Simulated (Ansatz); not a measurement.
H₂S₂, SMILES SS, an active-space calculation

Computed with Ansatz's Python interface.

Interactive session:
```pycon
>>> import ansatz as az
>>> molecule = (
...     az.Crystal.molecule()
...     .atom("S", [0.8486, -0.8313, 0.1849])
...     .atom("S", [0.0726, 1.1242, 0.0275])
...     .atom("H", [-0.2432, -1.3571, 0.8312])
...     .atom("H", [-0.6225, 1.0039, -1.0639])
... )
>>> base = (
...     molecule.calculation()
...     .basis(gaussian="def2-SVP")  # the orbital basis, by name
...     .scf(lower_state_search="standard")
...     .correlation(active_electrons=4, active_orbitals=4)  # correlation on top of the mean field
... )
>>> for method in ["sc_nevpt2"]:
...     r = (base if method is None else base.correlation(method)).run(threads=1, backend="cpu").report
...     space = r["configurations"]
...     state = space["states"][0]
...     print(method or "casscf", f"total {r['free_energy_ev'] / 27.211386246:.6f} Ha, active-space state {state['energy']['hartree']:.6f} Ha, mean field {r['reference_energy_ev'] / 27.211386246:.6f} Ha")
...     print("  determinants", state["n_determinants"], " natural occupations", [round(n, 3) for n in space["natural_occupations"]])
...
sc_nevpt2 total -796.226559 Ha, active-space state -795.996498 Ha, mean field -795.963748 Ha
  determinants 36  natural occupations [1.975, 1.966, 0.033, 0.025]
```

Caveats:
- These settings explore the input space; basis and method may be short of convergence.
- The geometry is a force-field or estimated start, not a minimum of this method, and the basis set is short of its limit. The active space starts as a window about the frontier orbitals and is then optimised, not chosen by chemistry.
- It ran for 1.5 s on 1 thread of Arm Neoverse V2, on a shared host, peak memory 0.15 GiB.
